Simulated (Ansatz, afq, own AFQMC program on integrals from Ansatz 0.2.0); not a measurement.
# Atomization energy of BH2, doublet

```xyz
3

B     0.0000   -0.0800    0.0000
H     0.0000    0.4291   -1.0770
H     0.0000    0.4291    1.0770
```

Atoms in their ground-state spins without spin–orbit coupling (mostly on UHF) minus the molecule (UHF), without zero-point energy. The geometry is a stationary point, not shown to be a minimum.

Basis cc-pVTZ. Only valence electrons are correlated. Ansatz 0.2.0 and our own AFQMC program on the same integrals; the CISD trial comes from CCSD amplitudes, and released means the phaseless constraint is let go. ± is one standard error of the sampling. The errors of all members are added in quadrature.

Full CI is exact in this basis; where marked, its frozen core comes from its own orbitals, which moves totals by up to a few meV.

The best estimate is CCSD(T) at the basis-set limit (CBS: def2-TZVPP and def2-QZVPP, with their diffuse functions for anions and beside diffuse sets, CCSD(T) itself extrapolated) plus the step from CCSD(T) to full CI in cc-pVTZ. Rows without CBS are in cc-pVTZ; B2PLYP and the wave-function rows carry a basis error of their own. Core correlation and relativity beyond core potentials are missing, and ± holds the sampling alone.

Cautions: BH₂ (doublet): the released energies have errors that jump between times, so the bars are unsure, so no released level is given (meV from the phaseless value at times in 1/Eh: -0.8 ± 0.6 at 0.24, 4 ± 6 at 0.50, -1.1 ± 0.6 at 1.00, -2.2 ± 0.7 at 1.50), though the last usable value meets full CI within the noise, full CI with its own frozen core; other spins of the molecule weren't checked.

Best estimate: 7.343 eV.

```tsv
level	atomization energy (eV)	error against the best estimate (eV)
HF	6.220	-1.123
MP2	7.262	-0.081
CCSD	7.202	-0.141
CCSD(T)	7.220	-0.123
ph-AFQMC/CISD	7.222 ± 0.001	-0.121 ± 0.001
FCI	7.221	-0.122
HF/CBS	6.236	-1.107
MP2/CBS	7.389	0.046
CCSD(T)/CBS	7.342	-0.001
PBE	7.446	0.103
r2SCAN	7.626	0.283
PBE0	7.463	0.120
B3LYP	7.568	0.225
wB97M-V	7.421	0.078
B2PLYP	7.462	0.119
```

Correlation beyond CCSD(T) changes it by less than 2 meV. Going to the basis-set limit adds 0.122 eV at CCSD(T). The perturbative (T) step is worth +0.017 eV. The functionals spread over 0.205 eV; wB97M-V and PBE come nearest and r2SCAN is 0.283 eV too high.

Best estimates are given only where the step beyond CCSD(T) is under 0.3 eV and no member's determinant is very poor (T1 over 0.05, or 0.07 for open shells, ⟨S²⟩ too high by 0.3, two states mixed), so the hardest cases are missing from such tables.

The functionals ran in a triple-zeta set and keep a basis error of their own, a few kJ/mol for each bond in atomization energies and more for double hybrids, so close places among them and the extrapolated levels can swap.

Each member of a difference takes its own highest rung, so a best estimate needn't equal the limit plus the step of one row. A walk keeps the symmetry of its determinant, which the program's search chose and which needn't be the lowest solution, so a lower state of the same spin and another symmetry isn't excluded.
